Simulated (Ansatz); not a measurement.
Relaxing BaW2

Method: DFT PBE, scalar-relativistic, plane waves, PAW in Ansatz. Cutoff 420 eV, Γ-centred k mesh, Gaussian smearing, no spin polarisation in the final step.

The start puts BaW2 on the ThSi2 structure type (I4_1/amd, No. 141), with Ba in place of Th, W in place of Si, at a guessed volume.

```
Ba W
1.0
    -2.16456    2.16456    7.52612
     2.16456   -2.16456    7.52612
     2.16456    2.16456   -7.52612
Ba W
2 4
Cartesian
  0.0000 0.0000 0.0000
  0.0000 2.1646 3.7631
  0.0000 0.0000 6.2693
  2.1646 0.0000 2.5062
  2.1646 0.0000 5.0199
  0.0000 0.0000 8.7830
```

Cell and atoms relax at zero pressure; the relaxation can't lower the symmetry of the start. After a coarse first stage the cell is made exact in the group found at 0.06 Å.

Energies over the elements count from the elements' standard structures at the same level, with no empirical corrections.

Q: Describe the relaxed structure.

A: It keeps I4_1/amd (No. 141). The result has the ThSi2 structure. Conventional cell: a = 4.852 Å, c = 14.120 Å. Ba is coordinated by 4 W at 3.37 Å and 8 W at 3.63 Å; W has 1 W at 2.37 Å and 2 W at 2.69 Å.

```cif
data_structure
_symmetry_space_group_name_H-M 'I4_1/amd:1'
_symmetry_Int_Tables_number 141
_cell_length_a 4.8523
_cell_length_b 4.8523
_cell_length_c 14.1197
_cell_angle_alpha 90.000
_cell_angle_beta 90.000
_cell_angle_gamma 90.000
_cell_volume 332.45
loop_
_atom_site_label
_atom_site_type_symbol
_atom_site_symmetry_multiplicity
_atom_site_Wyckoff_symbol
_atom_site_fract_x
_atom_site_fract_y
_atom_site_fract_z
_atom_site_occupancy
Ba1 Ba 4 a 0.00000 0.00000 0.00000 1
W1 W 8 e 0.00000 0.00000 0.41599 1
```

Q: What are its volume, energy, density and gap?

A: The volume per atom is 27.70 Å³, the density is 10.09 g/cm³ and the energy over the elements is 1.53 eV/atom. The gap on the 12×12×12 mesh is 0 eV (a metal).

The final run used a 12×12×12 mesh on its 6-atom cell and 0.10 eV smearing. For metals, differences of a few meV/atom aren't resolved. Spin–orbit coupling is left out. A structure relaxed within its symmetry needn't be a true minimum.

Cost: 3 runs of about 10 core-minutes in all, on Intel Xeon Platinum 8259CL (Skylake/Cascade Lake) (shared hosts).